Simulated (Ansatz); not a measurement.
Abstraction of H: CH6OSi + C3H5O → CH5OSi + C3H6O

Species: CH6OSi `CO[SiH3]`, singlet; C3H5O `[CH2]OC=C`, doublet; CH5OSi `CO[SiH2]`, doublet; C3H6O (methoxyethene) `C=COC`, singlet. A radical takes H: the energy is the difference in strength between the Si–H bond broken and the C–H bond made.

Shapes, held fixed at every level: PBE0-D4/def2-TZVP. Flexible molecules stand in one conformer, not always the lowest. Programs: Ansatz 0.2.0. The zero-point and thermal change to 298 K, harmonic and unscaled (PBE0-D4/def2-TZVP), is +12.8 kJ/mol.

```tsv
level	kind	ΔH(298 K) (kJ/mol)	less CCSD(T)/CBS estimate	CPU time (sum over the molecules)
SPW92/def2-TZVPP	LDA	-42.2	-16.6	12 s
r2SCAN-D4/def2-TZVPP	meta-GGA	-24.9	+0.7	46 s
B3LYP-D4/def2-TZVPP	global hybrid	-22.7	+2.9	40 s
BHLYP-D4/def2-TZVPP	global hybrid	-16.9	+8.7	30 s
wB97X-V/def2-TZVPP	range-separated hybrid	-21.9	+3.7	80 s
CCSD(T)/def2-SVP	coupled cluster or CI	-27.7	-2.1	44 s
CCSD/def2-TZVPP	coupled cluster or CI	-23.5	+2.1	–
CCSD(T)/CBS estimate	coupled cluster or CI	-25.6	0.0	18 min
```

The highest level, CCSD(T)/CBS estimate, gives ΔH(298 K) = -25.6 kJ/mol; the levels span -42.2 to -16.9. The column of differences is taken from that level and isn't an error. No measured value is set beside it here. Open shells run unrestricted unless RO is named. The CBS estimate extrapolates MP2 from def2-TZVPP and def2-QZVPP and adds CCSD(T) − MP2 in the triple-zeta set, cores frozen. Times are processor times on shared x86 and Arm servers, and rough.
